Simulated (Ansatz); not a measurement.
A made-up structure of CH$_{3}$LiMg, closed shell:

```xyz
6
angstrom
Li -0.0326 -3.0872 0.8239
Mg -0.0090 -0.8967 0.2398
C 0.0080 0.7559 -0.2017
H 1.0325 1.1710 0.1075
H -0.8509 1.2602 0.3689
H -0.1479 0.7968 -1.3383
```

It is relaxed with PBE-D4/def2-SVP and then PBE0-D4/def2-TZVP (Ansatz 0.2.0). Atoms count as bonded within 1.22 times the sum of their covalent radii (H–H: 0.88 Å). The end point is not checked to be a true minimum.

Question: Does its bonding change? (A judgement: the text doesn't fix the answer.)

Answer: By the calculation: No: no bond forms or breaks.

Where it ends: The first stage lowers the energy by 2.12 eV in 7 steps. It ends as CH₃LiMg ([Li][Mg][CH3]):
Li1  (-0.040, -3.811, 1.017)
Mg2  (-0.012, -1.107, 0.296)
C3  (0.010, 0.933, -0.249)
H4  (0.960, 1.416, 0.011)
H5  (-0.784, 1.499, 0.253)
H6  (-0.133, 1.070, -1.328)
(Å)

Labels in which every atom is bracketed show which atoms are joined, not bond orders.

For scale, one of the runs: PBE0-D4/def2-TZVP relaxation, 95 basis functions, launched by `ansatz run in.yaml --threads 2 --pin off --events-out ev --progress --plain --max-ram 4352MiB`. The run took about 7 s on 2 CPU threads of an Arm Neoverse V1 (shared host).
